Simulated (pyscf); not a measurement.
PySCF, gas phase, ωB97X-D3(BJ)/def2-SVP geometries.

Problem. For F–SiH₃ + HF → F–SiH₂–F + H₂, a four-centre exchange (singlet surface; H–Si, F–H broken, F–Si, H–H formed), PBE/def2-TZVP gives ΔE‡ = 0.99 eV and ΔE = -1.35 eV (zero: the separated reactants). In which direction and how far do B3LYP-D3(BJ)/def2-TZVP, M06-2X/def2-TZVP, ωB97M-D3(BJ)/def2-TZVP move these?

Solution. B3LYP-D3(BJ): ΔE‡ = 1.25 eV, ΔE = -1.42 eV; M06-2X: ΔE‡ = 1.30 eV, ΔE = -1.49 eV; ωB97M-D3(BJ): ΔE‡ = 1.22 eV, ΔE = -1.40 eV. PBE's barrier lies under all of them, by 0.24 to 0.32 eV. Its reaction energy lies over all of them, by 0.04 to 0.14 eV. Low barriers are usual for a GGA, whose delocalisation error favours stretched bonds. On the reactant side the descent ends in a complex (not fully relaxed), 0.18 eV under the separated species and 1.45 eV under the saddle at ωB97X-D3(BJ)/def2-TZVP. One saddle was located; it need not be the lowest between these sides.
